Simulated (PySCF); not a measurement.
PySCF job for hydrogen chloride cation (ClH), SMILES Cl (connectivity only; charge and spin as stated), charge +1, multiplicity 2, TDA-ωB97X/def2-TZVPD. Geometry optimised at PBE-D3(BJ)/def2-TZVPD. The spin state was assumed, not searched.

```python
import numpy as np
from pyscf import gto, scf, dft, tdscf

mol = gto.M(
    atom='''
    Cl    0.00000000    0.00000000   -0.07413508
    H     0.00000000    0.00000000    1.26029635
    ''',
    basis='def2-TZVPD',
    charge=1,
    spin=1,
    max_memory=1600,
    verbose=4,
)
mf = dft.UKS(mol, xc='wb97x').density_fit(auxbasis='def2-universal-jkfit')
mf.grids.level = 3
mf.conv_tol = 1e-9
mf.max_cycle = 100
mf.kernel()
fine, coarse = mf.grids, dft.Grids(mol).set(level=1).build(with_non0tab=True)
for _ in range(3):  # follow internal instabilities
    mf.grids = coarse
    mo, _, stable, _ = mf.stability(return_status=True, nroots=4)
    mf.grids = fine
    if stable:
        break
    mf.kernel(mf.make_rdm1(mo, mf.mo_occ))
mf.grids = dft.Grids(mol).set(level=1).build(with_non0tab=True)  # coarser grid for the response kernel
td = tdscf.TDA(mf)
td.nstates = 10
td.conv_tol = 1e-4
td.kernel(x0=td.get_init_guess(mf, 15))
td.analyze()
```

Output:

```
PySCF version 2.14.0

[INPUT] verbose = 4
[INPUT] num. atoms = 2
[INPUT] num. electrons = 17
[INPUT] charge = 1
[INPUT] spin (= nelec alpha-beta = 2S) = 1
[INPUT] symmetry False subgroup None
[INPUT] Mole.unit = angstrom
[INPUT] Symbol           X                Y                Z      unit          X                Y                Z       unit  Magmom
[INPUT]  1 Cl     0.000000000000   0.000000000000  -0.074135080000 AA    0.000000000000   0.000000000000  -0.140094997423 Bohr   0.0
[INPUT]  2 H      0.000000000000   0.000000000000   1.260296350000 AA    0.000000000000   0.000000000000   2.381614937289 Bohr   0.0

nuclear repulsion = 6.7414573603381
number of shells = 21
number of NR pGTOs = 83
number of NR cGTOs = 55
basis = def2-TZVPD
ecp = {}


[settings echo left out]
init E= -460.679013502231
  alpha nocc = 9  HOMO = -0.439702266448615  LUMO = 0.0157952508361525

WARN: beta  nocc = 8  HOMO -0.439702266448615 >= LUMO -0.439702266448611


WARN: HOMO -0.439702266448615 >= LUMO -0.439702266448611

cycle= 1 E= -460.304328030345  delta_E= 0.375  |g|= 0.258  |ddm|= 0.678
  alpha nocc = 9  HOMO = -0.888367275712486  LUMO = -0.271751260264253
  beta  nocc = 8  HOMO = -0.86938388942313  LUMO = -0.571521211068401
  HOMO = -0.869383889423  LUMO = -0.571521211068  gap/eV = 8.10526
cycle= 2 E= -460.345043452342  delta_E= -0.0407  |g|= 0.121  |ddm|= 0.323
  alpha nocc = 9  HOMO = -0.830578332430211  LUMO = -0.224515037050615
  beta  nocc = 8  HOMO = -0.812028233097148  LUMO = -0.50708793416366
  HOMO = -0.812028233097  LUMO = -0.507087934164  gap/eV = 8.29785
cycle= 3 E= -460.348618653834  delta_E= -0.00358  |g|= 0.0161  |ddm|= 0.117
  alpha nocc = 9  HOMO = -0.821526704134993  LUMO = -0.212531735574622
  beta  nocc = 8  HOMO = -0.802911116925177  LUMO = -0.493868148495309
  HOMO = -0.802911116925  LUMO = -0.493868148495  gap/eV = 8.40949
cycle= 4 E= -460.348804135284  delta_E= -0.000185  |g|= 0.00375  |ddm|= 0.0302
  alpha nocc = 9  HOMO = -0.821748141333725  LUMO = -0.212552711544028
  beta  nocc = 8  HOMO = -0.803076967481925  LUMO = -0.493416866840423
  HOMO = -0.803076967482  LUMO = -0.49341686684  gap/eV = 8.42628
cycle= 5 E= -460.348816660561  delta_E= -1.25e-05  |g|= 0.000886  |ddm|= 0.00515
  alpha nocc = 9  HOMO = -0.821798557442996  LUMO = -0.212606542422897
  beta  nocc = 8  HOMO = -0.803102894260281  LUMO = -0.493383002279497
  HOMO = -0.80310289426  LUMO = -0.493383002279  gap/eV = 8.42791
cycle= 6 E= -460.348817379602  delta_E= -7.19e-07  |g|= 0.000285  |ddm|= 0.000991
  alpha nocc = 9  HOMO = -0.821773197749355  LUMO = -0.212651198349999
  beta  nocc = 8  HOMO = -0.803060010702435  LUMO = -0.493330676090746
  HOMO = -0.803060010702  LUMO = -0.493330676091  gap/eV = 8.42816
cycle= 7 E= -460.348817471362  delta_E= -9.18e-08  |g|= 9.57e-05  |ddm|= 0.000378
  alpha nocc = 9  HOMO = -0.821808662896309  LUMO = -0.212661093951379
  beta  nocc = 8  HOMO = -0.803087074203241  LUMO = -0.493355875091442
  HOMO = -0.803087074203  LUMO = -0.493355875091  gap/eV = 8.42822
cycle= 8 E= -460.348817484301  delta_E= -1.29e-08  |g|= 2.96e-05  |ddm|= 0.000154
  alpha nocc = 9  HOMO = -0.821803320802989  LUMO = -0.212662640583925
  beta  nocc = 8  HOMO = -0.803079819206339  LUMO = -0.493350065848652
  HOMO = -0.803079819206  LUMO = -0.493350065849  gap/eV = 8.42818
cycle= 9 E= -460.348817486037  delta_E= -1.74e-09  |g|= 6.34e-06  |ddm|= 5.89e-05
  alpha nocc = 9  HOMO = -0.821803472281836  LUMO = -0.212662261703088
  beta  nocc = 8  HOMO = -0.80308015766947  LUMO = -0.493350543456938
  HOMO = -0.803080157669  LUMO = -0.493350543457  gap/eV = 8.42817
cycle= 10 E= -460.348817486122  delta_E= -8.46e-11  |g|= 1.32e-06  |ddm|= 1.32e-05
  alpha nocc = 9  HOMO = -0.821803501528272  LUMO = -0.212662483803474
  beta  nocc = 8  HOMO = -0.803080300380373  LUMO = -0.493350607242071
  HOMO = -0.80308030038  LUMO = -0.493350607242  gap/eV = 8.42817
Extra cycle  E= -460.348817486123  delta_E= -1.59e-12  |g|= 6.21e-07  |ddm|= 1.47e-06
converged SCF energy = -460.348817486123  <S^2> = 0.75385281  2S+1 = 2.0038491
tot grids = 8792
uhf_internal: lowest eigs of H = [1.28793392e-05 2.69458804e-01 5.70518069e-01 6.79207612e-01]
<class 'pyscf.df.df_jk.DFUKS'> wavefunction is stable in the internal stability analysis
tot grids = 8792


******** <class 'pyscf.tdscf.uks.TDA'> for <class 'pyscf.df.df_jk.DFUKS'> ********
nstates = 10
deg_eia_thresh = 1.000e-03
wfnsym = None
conv_tol = 0.0001
eigh lindep = 1e-12
eigh level_shift = 0
eigh max_cycle = 100


Excitation energies (eV)
[ 0.0868458   3.80229044  8.34839393  9.26070463 10.32827756 11.02103552
 13.27786364 13.67270635 13.71530944 13.78569434]

** Excitation energies and oscillator strengths **
Excited State   1:      0.08685 eV  14276.36 nm  f=0.0000
       8b ->    9b     -0.99769
Excited State   2:      3.80229 eV    326.08 nm  f=0.0015
       7b ->    9b      0.99634
Excited State   3:      8.34839 eV    148.51 nm  f=0.0000
       9a ->   10a      0.62958
       8b ->   10b     -0.75569
       8b ->   11b      0.10160
Excited State   4:      9.26070 eV    133.88 nm  f=0.0000
       9a ->   10a      0.75916
       8b ->   10b      0.62975
Excited State   5:     10.32828 eV    120.04 nm  f=0.0002
       8a ->   10a     -0.97197
       8a ->   11a      0.11676
       6b ->    9b     -0.16203
Excited State   6:     11.02104 eV    112.50 nm  f=0.0001
       7a ->   10a     -0.68014
       7a ->   11a      0.10757
       7b ->   10b      0.70103
       7b ->   11b     -0.11983
Excited State   7:     13.27786 eV     93.38 nm  f=0.0588
       9a ->   11a     -0.19871
       8b ->   10b      0.11102
       8b ->   11b      0.93014
       8b ->   12b     -0.21371
       8b ->   19b      0.14625
Excited State   8:     13.67271 eV     90.68 nm  f=0.1147
       9a ->   10a     -0.10671
       9a ->   11a     -0.93766
       9a ->   13a      0.16282
       9a ->   19a     -0.15342
       8b ->   11b     -0.19674
Excited State   9:     13.71531 eV     90.40 nm  f=0.0258
       7a ->   10a      0.27258
       9a ->   16a      0.25703
       7b ->   10b      0.30038
       8b ->   13b     -0.37682
       8b ->   15b     -0.76330
       8b ->   25b     -0.10774
Excited State  10:     13.78569 eV     89.94 nm  f=0.0012
       7a ->   15a      0.15353
       8a ->   10a      0.14364
       8a ->   18a     -0.18236
       9a ->   17a      0.56148
       9a ->   27a     -0.14964
       6b ->    9b     -0.71478
       8b ->   17b     -0.20257

** Transition electric dipole moments (AU) **
state          X           Y           Z        Dip. S.      Osc.
  1        -0.0000     -0.0000      0.0000      0.0000      0.0000
  2        -0.1156      0.0497     -0.0000      0.0158      0.0015
  3         0.0046      0.0107     -0.0000      0.0001      0.0000
  4        -0.0007     -0.0017      0.0000      0.0000      0.0000
  5        -0.0284      0.0122      0.0000      0.0010      0.0002
  6        -0.0000     -0.0000      0.0236      0.0006      0.0001
  7         0.1680      0.3907     -0.0000      0.1809      0.0588
  8        -0.2311     -0.5377     -0.0000      0.3425      0.1147
  9         0.0000      0.0000      0.2771      0.0768      0.0258
 10        -0.0559      0.0241      0.0000      0.0037      0.0012

** Transition velocity dipole moments (imaginary part, AU) **
state          X           Y           Z        Dip. S.      Osc.
  1         0.0000      0.0000      0.0000      0.0000      0.0000
  2         0.0273     -0.0117      0.0000      0.0009      0.0042
  3        -0.0064     -0.0149     -0.0000      0.0003      0.0006
  4         0.0324      0.0755      0.0000      0.0067      0.0132
  5        -0.0556      0.0239      0.0000      0.0037      0.0064
  6        -0.0000     -0.0000      0.0105      0.0001      0.0002
  7         0.0735      0.1710     -0.0000      0.0346      0.0473
  8        -0.1103     -0.2567     -0.0000      0.0781      0.1036
  9         0.0000      0.0000      0.0982      0.0096      0.0128
 10         0.0383     -0.0164      0.0000      0.0017      0.0023

** Transition magnetic dipole moments (imaginary part, AU) **
state          X           Y           Z
  1         0.0000     -0.0000     -1.0026
  2        -0.3791     -0.8821      0.0000
  3        -0.0376      0.0162     -0.0000
  4         0.3560     -0.1530      0.0000
  5         0.1174      0.2732      0.0000
  6         0.0000      0.0000      0.0000
  7        -0.0615      0.0264     -0.0000
  8         0.0771     -0.0332      0.0000
  9        -0.0000      0.0000      0.0000
 10         0.0203      0.0473     -0.0000
```

The calculation finished and met its thresholds.

Cost: roughly 20 core-seconds.
